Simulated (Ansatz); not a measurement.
Relaxation of LiCl2⁻ with RKS r2SCAN-D4/def2-TZVPD.

```sh
$ ansatz run in.yaml --threads 4 --pin off --events-out ev --progress --plain --max-ram 3916MiB
```

```yaml
crystal:
  periodic: [false, false, false]
  atoms:
    - {symbol: Li, position_ang: [-0.001420, -0.002760, 0.001050]}
    - {symbol: Cl, position_ang: [-1.034430, -0.031030, -1.816660]}
    - {symbol: Cl, position_ang: [1.035850, 0.033800, 1.815610]}
basis:
  gaussian: {orbitals: def2-TZVPD}
total_charge: -1
hamiltonian: {xc: r2scan, dispersion: d4}
scf: {omitted_lower_state_checks: [starts]}
output: {orbitals: {seedname: orbitals}}
relax: {f_tol: 0.02, max_steps: 100}
```

It took 3.9 s on 4 threads of Arm Neoverse V1 on a shared host.

Positions (Å) and forces (eV/Å) at steps 1, 2, 3 of 3:

```xyz
3
step=1 energy=-25255.2079 eV
Li   -0.001   -0.003    0.001   -0.001    0.001   -0.003
Cl   -1.034   -0.031   -1.817   -0.219   -0.007   -0.384
Cl    1.036    0.034    1.816    0.220    0.006    0.388
3
step=2 energy=-25255.2290 eV
Li   -0.001   -0.002    0.001    0.000    0.001   -0.002
Cl   -1.050   -0.032   -1.844   -0.115   -0.004   -0.201
Cl    1.051    0.034    1.843    0.115    0.003    0.203
3
step=3 energy=-25255.2381 eV
Li    0.000    0.000    0.000    0.000    0.000    0.000
Cl   -1.070   -0.033   -1.878   -0.001    0.000   -0.001
Cl    1.071    0.034    1.878    0.000    0.000    0.001
```

The structure comes from a short search, and lower isomers may exist.
